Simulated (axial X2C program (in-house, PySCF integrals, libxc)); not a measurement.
# Curves of SH by EOM-IP-CCSD

Computed with an in-house all-electron X2C program for linear molecules (integrals from PySCF): two-component X2C with atomic mean-field Coulomb and Gaunt terms, Gaussian nuclei, basis S dyall-av3z, H dyall-av3z with contracted cores.

Energies in eV from the lowest point of the lowest state; states are followed by energy order within each Ω. Reference: SH⁻, 8 electrons correlated in 94 virtual spinors with an MP2 remainder; levels at this size can be off by some tenths of an eV. Masses 31.972 and 1.008 u.

```
R (Å)  (1)Ω=3/2  (1)Ω=1/2  (2)Ω=1/2
1.241    0.1725    0.2196    4.3287
1.295    0.0365    0.0836    4.1190
1.349    0.0000    0.0471    3.9998
1.410    0.0483    0.0954    3.9454
1.470    0.1658    0.2130    3.9510
1.551    0.3963    0.4434    4.0198
```

**Question.** Fit the curves (1)Ω=3/2, (1)Ω=1/2, (2)Ω=1/2 near their minima.

**Answer.** At EOM-IP-CCSD from SH⁻ (the fit fixes ωe to about one per cent; ωe of higher roots by this method can be off by ten per cent):

```csv
state,Te (cm⁻¹),Re (Å),ωe (cm⁻¹)
(1)Ω=3/2,0,1.346,2703.9
(1)Ω=1/2,380,1.346,2704.1
(2)Ω=1/2,31790,1.432,1977.7
```

For SH⁻ at CCSD, and between the minima:

Re = 1.347 Å, ωe = 2654.2 cm⁻¹; removing the electron costs 2.290 eV without zero-point terms.

T1 of the reference reaches 0.011 (Lee–Taylor). Curves followed by order can swap character. Number of frozen shells: S 2 s, 1 p; H none. Roots with under 60 % one-particle weight at any point are counted in the labels but not shown, and the list ends where the roots sought for some Ω run out; states that need a further excitation are missing and may lie low or lowest. Curves with a minimum but no constants failed the fit check.
